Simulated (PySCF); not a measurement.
## Potential energy of PH along the bond

Set-up: P x2c-TZVPPall, H x2c-TZVPPall; spin-free X2C with a Gaussian nucleus (PySCF 2.14). Energies in eV from P + H in their ground configurations at the same level. State: ³Σ⁻ (triplet), unpaired electrons π ↑↑.

All columns are PBE0. A positive dipole means P(−)H(+).

```tsv
R (Å)	E (eV)	μ (D)	Mulliken charge on P (basis-dependent)	HOMO (eV)	LUMO (eV)	Mayer bond order	⟨S²⟩
1.229	-2.646	0.71	-0.08	-7.34	-2.76	0.98	2.01
1.286	-2.947	0.65	-0.07	-7.34	-2.76	0.98	2.01
1.343	-3.121	0.58	-0.05	-7.34	-2.76	0.98	2.01
1.386	-3.185	0.53	-0.04	-7.34	-2.77	0.99	2.01
1.429	-3.204	0.47	-0.04	-7.35	-2.77	0.99	2.01
1.472	-3.186	0.42	-0.03	-7.36	-2.78	0.99	2.01
1.529	-3.116	0.34	-0.02	-7.37	-2.79	0.99	2.01
1.601	-2.974	0.24	-0.01	-7.39	-2.80	0.99	2.01
1.686	-2.748	0.12	0.00	-7.41	-2.82	0.99	2.01
1.800	-2.391	-0.05	0.01	-7.46	-2.86	0.98	2.01
```

A fit through these points gives, at Re = 1.428 Å, μ = 0.47 D and dμ/dR = -1.28 D/Å; the reduced mass is 0.9761 u.

Problem. How strong is the fundamental in the double-harmonic approximation, I = 42.26·(dμ/dR)²/μred km/mol?

Solution. I = 42.26·(-1.28)²/0.9761 = 70.9 km/mol at PBE0.

The state was picked by a PBE0 search and need not be the measured ground state.
